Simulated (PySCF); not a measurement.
# Partial charges of fluoromethylsilane

Fluoromethylsilane, CH5FSi.
SMILES with atom numbers: `[CH3:1][SiH2:2][F:3]` (hydrogens: H4, H5, H6 on C1; H7, H8 on Si2)

Cartesian coordinates in Å at the PBE0-D3(BJ)/def2-SVP level; atoms count from 1:
```
atom  x, y, z in Å
C1     1.0078    0.0827    0.0351
Si2   -0.8454   -0.1560   -0.0537
F3    -1.5448    1.3042   -0.2494
H4     1.4272   -0.2930    0.9800
H5     1.5246   -0.4195   -0.7962
H6     1.2310    1.1593   -0.0312
H7    -1.3971   -0.7463    1.1999
H8    -1.2470   -0.9983   -1.2173
```

Density: PBE0/pcSseg-1 (PySCF); schemes: Mulliken, IAO, Hirshfeld and ESP-fitted. Geometry: PBE0-D3(BJ)/def2-SVP; no solvent, vibrations or thermal averaging.

**Question.** Which atoms carry the highest charge in the Mulliken, IAO, Hirshfeld and ESP-fitted schemes?

**Answer.** All schemes agree: Mulliken Si2 (+0.922); IAO Si2 (+1.093); Hirshfeld Si2 (+0.439); ESP-fitted Si2 (+0.843).

**Question.** Which atoms carry the lowest charge in the Mulliken, IAO, Hirshfeld and ESP-fitted schemes?

**Answer.** The schemes don't all agree: Mulliken C1 (-0.675); IAO C1 (-0.750); Hirshfeld F3 (-0.217); ESP-fitted C1 (-0.549).

**Question.** At which atom do the 4 schemes differ most?

**Answer.** At Si2: from +0.439 (Hirshfeld) to +1.093 e (IAO), 0.654 e apart.

**Question.** Give the atomic charges in each scheme.

**Answer.** In e:

```tsv
atom	environment	Mulliken	IAO	Hirshfeld	ESP-fitted
C1	Si-methyl carbon	-0.675	-0.750	-0.211	-0.549
Si2	fluorine-bound silicon	+0.922	+1.093	+0.439	+0.843
F3	silicon-bound fluorine	-0.444	-0.538	-0.217	-0.356
H4	methyl hydrogen	+0.152	+0.163	+0.049	+0.128
H5	methyl hydrogen	+0.152	+0.162	+0.049	+0.130
H6	methyl hydrogen	+0.158	+0.170	+0.052	+0.149
H7	Si–H hydrogen	-0.132	-0.150	-0.081	-0.172
H8	Si–H hydrogen	-0.132	-0.150	-0.081	-0.174
```

Mean size of the charges over all atoms: IAO 0.397 e, Mulliken 0.346 e, ESP-fitted 0.313 e, Hirshfeld 0.147 e. Each set sums to the total charge, 0, to within 0.001 e. The IAO scheme projects the occupied orbitals on a minimal set of polarised atomic orbitals and counts the electrons in each atom's part of it.

**Question.** How many electrons does the IAO scheme count on F3?

**Answer.** Z − q = 9 − (-0.538) = 9.538.

**Question.** Sum the charges by element, for elements with more than one atom.

**Answer.** 
```tsv
element	atoms	Mulliken	IAO	Hirshfeld	ESP-fitted
H	5	+0.196	+0.195	-0.011	+0.061
```

**Question.** How closely do the schemes follow one another over all atoms?

**Answer.** Correlation coefficient and root-mean-square difference: Mulliken with IAO 1.00, 0.074 e; Mulliken with ESP-fitted 1.00, 0.066 e; IAO with ESP-fitted 1.00, 0.132 e; Hirshfeld with ESP-fitted 0.99, 0.205 e; IAO with Hirshfeld 0.99, 0.329 e; Mulliken with Hirshfeld 0.98, 0.259 e.
